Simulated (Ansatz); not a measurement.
**C2H7P (dimethylphosphine), step by step**

We compute a series of 18 runs (HF/STO-3G, UHF/STO-3G, HF/3-21G, UHF/3-21G, HF/6-31G*, UHF/6-31G*, B3LYP/6-31G*, PBE/def2-SVP, and more) of C2H7P. 

The results are computed with Ansatz 0.2.0.

**1. The system as given**

C2H7P: 10 atoms, total charge 0, spin state singlet. SMILES: `CPC`. The coordinates come from a PBE0-D4/def2-TZVP relaxation. The run starts from this shape.

Bond lengths: C1–P2 1.844 Å, P2–C3 1.844 Å, C1–H4 1.092 Å, C1–H5 1.092 Å, C1–H6 1.092 Å, P2–H7 1.422 Å, C3–H8 1.092 Å, C3–H9 1.092 Å, C3–H10 1.092 Å. Some angles: C1–P2–C3 100.2°, C1–P2–H7 97.1°, C3–P2–H7 97.1°, P2–C1–H4 113.1°, P2–C1–H5 109.3°, P2–C1–H6 108.8°, P2–C3–H8 108.8°, P2–C3–H9 109.3°, P2–C3–H10 113.1°, H4–C1–H5 109.1°.

**2. A structure relaxation at HF/STO-3G (paw set gaussian, start density atoms) (run 1)**

molecule.yaml reads:

```yaml
crystal:
  periodic: [false, false, false]
  atoms:
    - symbol: C
      position_ang: [-0.939890, 0.562750, -0.912230]
    - symbol: P
      position_ang: [0.641740, 0.851990, -0.010090]
    - symbol: C
      position_ang: [0.649850, -0.610720, 1.112180]
    - symbol: H
      position_ang: [-1.045210, -0.461770, -1.274720]
    - symbol: H
      position_ang: [-1.003490, 1.248870, -1.759000]
    - symbol: H
      position_ang: [-1.773550, 0.787080, -0.243020]
    - symbol: H
      position_ang: [1.509100, 0.316840, -1.001430]
    - symbol: H
      position_ang: [-0.090800, -0.454900, 1.899770]
    - symbol: H
      position_ang: [1.627440, -0.693200, 1.591080]
    - symbol: H
      position_ang: [0.424820, -1.546950, 0.597430]
basis:
  gaussian:
    orbitals: STO-3G
output:
  orbitals: {seedname: orbitals}
hamiltonian:
  xc: hf
relax:
  f_tol: 0.002
```

Run with:

```console
$ ansatz run molecule.yaml --threads 1 --pin off --max-ram 3480MiB --events-out events.jsonl --progress --plain --runs-dir runs
```

The log of the run:

```text
Warning: RAYON_NUM_THREADS=1 ignored (pool sized by the plan → 1); use --threads N
The last accepted step is kept in runs//last_step.txt (removed where the run ends without a failure and the disk answers)
[... 55 lines left out ...]
Total energy: -11314.84605052 eV, -415.8129228785 hartree
[... 10 lines left out ...]
Dipole moment:    -0.022412    -0.087704    -0.033240 e Å
```

Wall time 3.3 s (1 thread of Arm Neoverse V2, shared host).

Steps, from the record of the run:

```tsv
step	energy from the first frame kept (eV)	largest force (eV/Å)
1	0.0000	1.2195
2	-0.0392	0.5778
3	-0.0473	0.0326
4	-0.0477	0.0145
5	-0.0477	0.0047
6	-0.0477	0.0043
7	-0.0477	0.0022
```

After the run. Bond lengths: C1–P2 1.841 Å, P2–C3 1.841 Å, C1–H4 1.084 Å, C1–H5 1.084 Å, C1–H6 1.083 Å, P2–H7 1.382 Å, C3–H8 1.083 Å, C3–H9 1.084 Å, C3–H10 1.084 Å. Some angles: C1–P2–C3 98.8°, C1–P2–H7 95.9°, C3–P2–H7 95.9°, P2–C1–H4 113.0°, P2–C1–H5 110.1°, P2–C1–H6 110.3°, P2–C3–H8 110.3°, P2–C3–H9 110.1°, P2–C3–H10 113.0°, H4–C1–H5 107.9°.

**3. Vibrational wavenumbers at HF/STO-3G (paw set gaussian, start density atoms) (run 2)**

molecule.yaml reads:

```yaml
crystal:
  periodic: [false, false, false]
  atoms:
    - {symbol: C, position_ang: [-0.924904, 0.565393, -0.898878]}
    - {symbol: P, position_ang: [0.661018, 0.869341, -0.015167]}
    - {symbol: C, position_ang: [0.645893, -0.594095, 1.101347]}
    - {symbol: H, position_ang: [-1.023895, -0.454049, -1.253821]}
    - {symbol: H, position_ang: [-1.006304, 1.225604, -1.754202]}
    - {symbol: H, position_ang: [-1.764734, 0.772827, -0.246667]}
    - {symbol: H, position_ang: [1.472992, 0.303805, -0.980648]}
    - {symbol: H, position_ang: [-0.091349, -0.462401, 1.884197]}
    - {symbol: H, position_ang: [1.611674, -0.706859, 1.579504]}
    - {symbol: H, position_ang: [0.419619, -1.519576, 0.584305]}
basis:
  gaussian: {orbitals: STO-3G}
hamiltonian: {xc: hf}
phonons: {temperatures: {t_min: 298.15, t_max: 298.15, t_step: 1}}
```

Run with:

```console
$ ansatz run molecule.yaml --threads 1 --pin off --max-ram 3480MiB --events-out events.jsonl --progress --plain --runs-dir runs
```

The log of the run:

```text
Warning: RAYON_NUM_THREADS=1 ignored (pool sized by the plan → 1); use --threads N
[... 326 lines left out ...]
Total energy: -11314.84604828 eV, -415.8129227962 hartree
[... 10 lines left out ...]
Dipole moment:    -0.022413    -0.087705    -0.033240 e Å
Vibrations: 183.80 197.00 329.45 866.07 919.56 928.10 943.96 1062.33 1189.45 1275.93 1300.79 1692.00 1708.16 1844.40 1847.53 1848.31 1850.25 3041.13 3561.14 3561.90 3745.18 3745.49 3749.66 3750.47 cm⁻¹, zero-point energy 2.798451 eV
```

Wall time 17 s (1 thread of Arm Neoverse V2, shared host).

Runs 3 to 8 aren't shown in full; the table further down has their settings and results.

**4. A geometry optimisation at HF/6-31G(d) (Cartesian functions, paw set gaussian, start density atoms) (run 9)**

job.yaml reads:

```yaml
crystal:
  periodic: [false, false, false]
  atoms:
    - symbol: C
      position_ang: [-0.939890, 0.562750, -0.912230]
    - symbol: P
      position_ang: [0.641740, 0.851990, -0.010090]
    - symbol: C
      position_ang: [0.649850, -0.610720, 1.112180]
    - symbol: H
      position_ang: [-1.045210, -0.461770, -1.274720]
    - symbol: H
      position_ang: [-1.003490, 1.248870, -1.759000]
    - symbol: H
      position_ang: [-1.773550, 0.787080, -0.243020]
    - symbol: H
      position_ang: [1.509100, 0.316840, -1.001430]
    - symbol: H
      position_ang: [-0.090800, -0.454900, 1.899770]
    - symbol: H
      position_ang: [1.627440, -0.693200, 1.591080]
    - symbol: H
      position_ang: [0.424820, -1.546950, 0.597430]
basis:
  gaussian:
    orbitals: "6-31G*"
relax:
  f_tol: 0.002
hamiltonian:
  xc: hf
output: {orbitals: {seedname: orbitals}}
```

Run with:

```console
$ ansatz run job.yaml --threads 1 --pin off --max-ram 3480MiB --events-out events.jsonl --progress --plain --runs-dir runs
```

The log of the run, shortened:

```text
Warning: RAYON_NUM_THREADS=1 ignored (pool sized by the plan → 1); use --threads N
[... 1 set-up line as earlier in the session ...]
[... 49 lines left out ...]
Total energy: -11443.09828877 eV, -420.5261057017 hartree
[... 10 lines left out ...]
Dipole moment:    -0.126785    -0.252201    -0.046631 e Å
```

Wall time 6.3 s (1 thread of Arm Neoverse V2, shared host); peak memory 0.1 GiB.

Step by step:

```tsv
step	energy from the first frame kept (eV)	largest force (eV/Å)
1	0.0000	0.6246
2	-0.0123	0.3001
3	-0.0160	0.0863
4	-0.0162	0.0340
5	-0.0163	0.0041
6	-0.0163	0.0007
```

After the run. Bond lengths: C1–P2 1.856 Å, P2–C3 1.856 Å, C1–H4 1.085 Å, C1–H5 1.085 Å, C1–H6 1.085 Å, P2–H7 1.405 Å, C3–H8 1.085 Å, C3–H9 1.085 Å, C3–H10 1.085 Å. Some angles: C1–P2–C3 100.8°, C1–P2–H7 98.0°, C3–P2–H7 98.0°, P2–C1–H4 113.0°, P2–C1–H5 109.6°, P2–C1–H6 109.4°, P2–C3–H8 109.4°, P2–C3–H9 109.6°, P2–C3–H10 113.0°, H4–C1–H5 108.7°.

Runs 10 to 17 aren't shown in full; the table further down has their settings and results.

**5. Vibrational wavenumbers at MP2/6-31G(d) (Cartesian functions, paw set gaussian, start density atoms) (run 18)**

in.yaml reads:

```yaml
crystal:
  periodic: [false, false, false]
  atoms:
    - symbol: C
      position_ang: [-0.942914, 0.564965, -0.914046]
    - symbol: P
      position_ang: [0.654331, 0.857442, -0.016814]
    - symbol: C
      position_ang: [0.651255, -0.611777, 1.115947]
    - symbol: H
      position_ang: [-1.050082, -0.461834, -1.273460]
    - symbol: H
      position_ang: [-1.017443, 1.244504, -1.766858]
    - symbol: H
      position_ang: [-1.775380, 0.787029, -0.241285]
    - symbol: H
      position_ang: [1.524526, 0.330232, -1.005793]
    - symbol: H
      position_ang: [-0.092972, -0.454848, 1.901071]
    - symbol: H
      position_ang: [1.626564, -0.707176, 1.599982]
    - symbol: H
      position_ang: [0.422125, -1.548548, 0.601226]
basis:
  gaussian: {orbitals: "6-31G*"}
correlation: {method: mp2}
phonons: {temperatures: {t_min: 298.15, t_max: 298.15, t_step: 1}}
```

Run with:

```console
$ ansatz run in.yaml --threads 1 --pin off --max-ram 3480MiB --events-out events.jsonl --progress --plain --runs-dir runs
```

The log of the run:

```text
Warning: RAYON_NUM_THREADS=1 ignored (pool sized by the plan → 1); use --threads N
[... 26 lines left out ...]
7 core orbitals not correlated: weight in the atoms' cores, before any rotation towards them, 1.000 or more for the frozen orbitals, at most 0.000 for the correlated occupied ones
[... 57 lines left out ...]
7 core orbitals not correlated: weight in the atoms' cores, before any rotation towards them, 1.000 or more for the frozen orbitals, at most 0.000 for the correlated occupied ones
[... 57 lines left out ...]
7 core orbitals not correlated: weight in the atoms' cores, before any rotation towards them, 1.000 or more for the frozen orbitals, at most 0.000 for the correlated occupied ones
[... 57 lines left out ...]
7 core orbitals not correlated: weight in the atoms' cores, before any rotation towards them, 1.000 or more for the frozen orbitals, at most 0.000 for the correlated occupied ones
[... 58 lines left out ...]
Dipole moment:    -0.128155    -0.262248    -0.051378 e Å
[... 1 line left out ...]
Checks for a lower state left out: cluster_reference
```

Run time: 44 s. Hardware: 1 thread of Arm Neoverse V2, shared host; peak memory 0.12 GiB.

**6. Overview of the runs**

```tsv
run	level	task	walk f tol	partner	energy (Eh)	dipole moment (D)	wall time
1	HF/STO-3G (paw set gaussian, start density atoms)	optimise	0.002	base	-415.812923	0.46	3.3 s
2	HF/STO-3G (paw set gaussian, start density atoms)	frequencies	–	base	-415.812923	0.46	17 s
3	UHF/STO-3G (paw set gaussian, start density atoms)	energy	–	cation	-415.580681	–	0.16 s
4	UHF/STO-3G (paw set gaussian, start density atoms)	optimise	–	cation	-415.612332	–	4.2 s
5	HF/3-21G (paw set gaussian, start density atoms)	optimise	0.002	base	-418.364126	1.36	3.9 s
6	HF/3-21G (paw set gaussian, start density atoms)	frequencies	–	base	-418.364126	1.36	9.9 s
7	UHF/3-21G (paw set gaussian, start density atoms)	energy	–	cation	-418.063037	–	0.26 s
8	UHF/3-21G (paw set gaussian, start density atoms)	optimise	–	cation	-418.089290	–	4.8 s
9	HF/6-31G* (Cartesian functions, paw set gaussian, start density atoms)	optimise	0.002	base	-420.526106	1.37	6.3 s
10	HF/6-31G* (Cartesian functions, paw set gaussian, start density atoms)	frequencies	–	base	-420.526106	1.37	44 s
11	UHF/6-31G* (Cartesian functions, paw set gaussian, start density atoms)	energy	–	cation	-420.233325	–	0.63 s
12	UHF/6-31G* (Cartesian functions, paw set gaussian, start density atoms)	optimise	–	cation	-420.260583	–	7.5 s
13	B3LYP/6-31G* (Cartesian functions, paw set gaussian, start density atoms)	optimise	0.002	base	-421.777242	1.39	14 s
14	B3LYP/6-31G* (Cartesian functions, paw set gaussian, start density atoms)	frequencies	–	base	-421.777242	1.39	91 s
15	PBE/def2-SVP (paw set gaussian, start density atoms)	optimise	0.002	base	-421.324447	1.23	14 s
16	PBE/def2-SVP (paw set gaussian, start density atoms)	frequencies	–	base	-421.324447	1.23	40 s
17	MP2/6-31G* (Cartesian functions, paw set gaussian, start density atoms)	optimise	0.002	base	-420.893605	1.42	10 s
18	MP2/6-31G* (Cartesian functions, paw set gaussian, start density atoms)	frequencies	–	base	-420.893605	1.42	44 s
```

**7. Outcome**

```
                                                                          quantity          value
                                                  run 18, MP2/6-31G*: total energy  -420.89361 Eh
                            run 18, MP2/6-31G*: dipole moment (correlated density)         1.42 D
                   run 18, MP2/6-31G*: correlation energy (7 core orbitals frozen)     -367.9 mEh
                                      run 18, MP2/6-31G*: largest force on an atom     0.001 eV/Å
                                    run 18, MP2/6-31G*: lowest harmonic wavenumber       187 cm⁻¹
                                   run 18, MP2/6-31G*: highest harmonic wavenumber      3209 cm⁻¹
                                             run 18, MP2/6-31G*: zero-point energy   227.8 kJ/mol
                     vertical ionisation energy (to the doublet cation), HF/STO-3G       6.320 eV
                      vertical ionisation energy (to the doublet cation), HF/3-21G       8.193 eV
                     vertical ionisation energy (to the doublet cation), HF/6-31G*       7.967 eV
adiabatic ionisation energy (to the doublet cation, no zero-point term), HF/STO-3G       5.458 eV
 adiabatic ionisation energy (to the doublet cation, no zero-point term), HF/3-21G       7.479 eV
adiabatic ionisation energy (to the doublet cation, no zero-point term), HF/6-31G*       7.225 eV
```

In words: At HF/STO-3G: removing an electron at fixed nuclei costs 6.32 eV (146 kcal/mol). In a minimal basis such a difference can be off by several eV, whatever the method. At HF/3-21G: removing an electron at fixed nuclei costs 8.19 eV (189 kcal/mol). At HF/6-31G*: the vertical ionisation energy comes to 7.97 eV (769 kJ/mol). At HF/STO-3G: the adiabatic ionisation energy (to the doublet cation, no zero-point term) is 5.46 eV (527 kJ/mol). At HF/3-21G: the adiabatic ionisation energy (to the doublet cation, no zero-point term) is 7.48 eV (172 kcal/mol). Totals of different functionals can't be ranked against each other. In runs 1, 2, 3, 4 the basis is minimal, so the values are rough. All runs together took 5.2 min, the longest 91 s.
